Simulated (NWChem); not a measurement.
System: ammonia (NH3); SMILES N

Here is an NWChem input.

```
start job
memory heap 200 mb stack 900 mb global 1100 mb
geometry units angstroms noautosym nocenter noautoz
  N      0.000000     0.000000     0.131512
  H      0.664206     0.664206    -0.263938
  H      0.243116    -0.907322    -0.263938
  H     -0.907322     0.243116    -0.263938
end
basis spherical
  * library cc-pvdz
end
dft
  xc hfexch
  iterations 150
end
property
  shielding 2 1 2
end
task dft property
```

Excerpt of the output:

```
             Northwest Computational Chemistry Package (NWChem) 7.3.0
             --------------------------------------------------------

                             Geometry "geometry" -> ""
                             -------------------------

 Output coordinates in angstroms (scale by  1.889725989 to convert to a.u.)

  No.       Tag          Charge          X              Y              Z
 ---- ---------------- ---------- -------------- -------------- --------------
    1 N                    7.0000     0.00000000     0.00000000     0.13151200
    2 H                    1.0000     0.66420600     0.66420600    -0.26393800
    3 H                    1.0000     0.24311600    -0.90732200    -0.26393800
    4 H                    1.0000    -0.90732200     0.24311600    -0.26393800

 Effective nuclear repulsion energy (a.u.)      11.8793976859

  xc_inp: hfexch multiplicative factor not found.
                              NWChem Property Module
                              ----------------------

  itol2e modified to match energy
  convergence criterion.

                                 NWChem DFT Module
                                 -----------------

 Summary of "ao basis" -> "ao basis" (spherical)
 ------------------------------------------------------------------------------
       Tag                 Description            Shells   Functions and Types
 ---------------- ------------------------------  ------  ---------------------
 N                          cc-pvdz                  6       14   3s2p1d
 H                          cc-pvdz                  3        5   2s1p

  itol2e modified to match energy
  convergence criterion.

            General Information
            -------------------
          SCF calculation type: DFT
          Wavefunction type:  closed shell.
          No. of atoms     :     4
          No. of electrons :    10
           Alpha electrons :     5
            Beta electrons :     5
          Charge           :     0
          Spin multiplicity:     1
          Use of symmetry is: off; symmetry adaption is: off
          Maximum number of iterations: 150
          AO basis - number of functions:    29
                     number of shells:    15
          Convergence on energy requested:  1.00D-07
          Convergence on density requested:  1.00D-05
          Convergence on gradient requested:  5.00D-04

              XC Information
              --------------
                     Hartree-Fock (Exact) Exchange  1.000

      Superposition of Atomic Density Guess
      -------------------------------------

 Sum of atomic energies:         -55.79786015

      Non-variational initial energy
      ------------------------------

 Total energy =     -56.195030
 1-e energy   =     -98.125282
 2-e energy   =      30.050854
 HOMO         =      -0.374097
 LUMO         =       0.094664

   convergence    iter        energy       DeltaE   RMS-Dens  Diis-err
 ---------------- ----- ----------------- --------- --------- ---------
 d= 0,ls=0.0,diis     1    -56.1703590784 -6.80D+01  9.62D-03  2.08D-01
 d= 0,ls=0.0,diis     2    -56.1910808883 -2.07D-02  3.30D-03  3.85D-02
 d= 0,ls=0.0,diis     3    -56.1951620530 -4.08D-03  7.87D-04  1.19D-03
 d= 0,ls=0.0,diis     4    -56.1953773956 -2.15D-04  2.55D-04  4.48D-05
 d= 0,ls=0.0,diis     5    -56.1953900307 -1.26D-05  1.07D-04  2.66D-06
  Resetting Diis
 d= 0,ls=0.0,diis     6    -56.1953912897 -1.26D-06  3.83D-05  1.84D-07
 d= 0,ls=0.0,diis     7    -56.1953913855 -9.58D-08  2.57D-06  2.44D-09

         Total DFT energy =      -56.195391385528
      One electron energy =      -99.517665012271
           Coulomb energy =       39.123804383882
    Exchange-Corr. energy =       -7.680928443002
 Nuclear repulsion energy =       11.879397685863

 Numeric. integr. density =        0.000000000000

                       DFT Final Molecular Orbital Analysis
                       ------------------------------------

 Vector    3  Occ=2.000000D+00  E=-6.127432D-01
              MO Center=  1.4D-01,  1.4D-01, -5.1D-02, r^2= 9.7D-01
   Bfn.  Coefficient  Atom+Function         Bfn.  Coefficient  Atom+Function
  ----- ------------  ---------------      ----- ------------  ---------------
    15      0.372040  2 H  s                  4      0.317054  1 N  px
     5      0.317054  1 N  py                20     -0.186020  3 H  s
    25     -0.186020  4 H  s                  7      0.152260  1 N  px
     8      0.152260  1 N  py                16      0.137666  2 H  s
    21     -0.068833  3 H  s                 26     -0.068833  4 H  s

 Vector    4  Occ=2.000000D+00  E=-6.127432D-01
              MO Center= -1.4D-01, -1.4D-01, -5.1D-02, r^2= 9.7D-01
   Bfn.  Coefficient  Atom+Function         Bfn.  Coefficient  Atom+Function
  ----- ------------  ---------------      ----- ------------  ---------------
    20      0.322196  3 H  s                 25     -0.322196  4 H  s
     4      0.317054  1 N  px                 5     -0.317054  1 N  py
     7      0.152260  1 N  px                 8     -0.152260  1 N  py
    21      0.119223  3 H  s                 26     -0.119223  4 H  s

 Vector    5  Occ=2.000000D+00  E=-4.212267D-01
              MO Center= -4.2D-10, -4.2D-10,  2.7D-01, r^2= 8.3D-01
   Bfn.  Coefficient  Atom+Function         Bfn.  Coefficient  Atom+Function
  ----- ------------  ---------------      ----- ------------  ---------------
     6      0.541131  1 N  pz                 9      0.459589  1 N  pz
     3      0.302564  1 N  s                  2      0.144095  1 N  s
    15     -0.096611  2 H  s                 20     -0.096611  3 H  s
    25     -0.096611  4 H  s                 16     -0.034956  2 H  s
    21     -0.034956  3 H  s                 26     -0.034956  4 H  s

 Vector    6  Occ=0.000000D+00  E= 1.857620D-01
              MO Center=  1.4D-07,  1.4D-07, -3.9D-01, r^2= 3.7D+00
   Bfn.  Coefficient  Atom+Function         Bfn.  Coefficient  Atom+Function
  ----- ------------  ---------------      ----- ------------  ---------------
     3      1.462072  1 N  s                 16     -0.735459  2 H  s
    21     -0.735458  3 H  s                 26     -0.735458  4 H  s
     9     -0.335999  1 N  pz                 6     -0.142593  1 N  pz
     2      0.077803  1 N  s                  1     -0.070686  1 N  s
    15     -0.045161  2 H  s                 20     -0.045161  3 H  s

 Vector    7  Occ=0.000000D+00  E= 2.696633D-01
              MO Center=  4.4D-01,  4.4D-01, -4.0D-01, r^2= 3.8D+00
   Bfn.  Coefficient  Atom+Function         Bfn.  Coefficient  Atom+Function
  ----- ------------  ---------------      ----- ------------  ---------------
    16      1.781389  2 H  s                 21     -0.890695  3 H  s
    26     -0.890695  4 H  s                  7     -0.633586  1 N  px
     8     -0.633587  1 N  py                 4     -0.207913  1 N  px
     5     -0.207913  1 N  py                15      0.027281  2 H  s
    17     -0.025055  2 H  px                18     -0.025055  2 H  py

[...]

          -----------------------------------------
          Chemical Shielding Tensors (GIAO, in ppm)
          -----------------------------------------

                                NWChem CPHF Module
                                ------------------

  scftype          =     RHF
  nclosed          =        5
  nopen            =        0
  variables        =      120
  # of vectors     =        3
  tolerance        = 0.10D-03
  level shift      = 0.00D+00
  max iterations   =       50
  max subspace     =       30

 SCF residual:    2.8124947888541218E-005

Iterative solution of linear equations
  No. of variables      120
  No. of equations        3
  Maximum subspace       30
        Iterations       50
       Convergence  1.0D-04

   iter   nsub   residual    time
   ----  ------  --------  ---------
     1      3    3.69D-01       0.8
     2      6    6.86D-02       0.8
     3      9    4.99D-03       0.9
     4     12    6.58D-04       0.9
     5     15    7.06D-05       1.0

      Atom:    1  N
        Diamagnetic
    314.0975     -0.0000      0.0000
     -0.0000    314.0975      0.0000
      0.0000      0.0000    295.6254

        Paramagnetic
    -25.5770      0.0000     -0.0000
      0.0000    -25.5770     -0.0000
     -0.0000     -0.0000    -49.1603

        Total Shielding Tensor
    288.5205      0.0000     -0.0000
      0.0000    288.5205     -0.0000
     -0.0000     -0.0000    246.4651

           isotropic =     274.5020
          anisotropy =      21.0277

          Principal Components and Axis System
                 1           2           3
              288.5205    288.5205    246.4651

      1         0.7071     -0.7071      0.0000
      2         0.7071      0.7071      0.0000
      3        -0.0000      0.0000      1.0000

      Atom:    2  H
        Diamagnetic
     33.2768      6.3547     -3.2212
      6.3547     33.2768     -3.2212
     -3.2212     -3.2212     25.6629

        Paramagnetic
      0.8518      0.6471      0.0097
      0.6471      0.8518      0.0097
      0.0097      0.0097      1.7855

        Total Shielding Tensor
     34.1286      7.0018     -3.2115
      7.0018     34.1286     -3.2115
     -3.2115     -3.2115     27.4484

           isotropic =      31.9019
          anisotropy =      15.8984

          Principal Components and Axis System
                 1           2           3
               42.5008     27.1268     26.0780

      1         0.6770      0.7071      0.2043
      2         0.6770     -0.7071      0.2043
      3        -0.2889      0.0000      0.9574
```

Level: Hartree-Fock/cc-pVDZ, GIAO. The geometry was optimised at B3LYP/6-31G* (spherical d). The printed shielding anisotropy is the first printed principal value minus the mean of the other two.
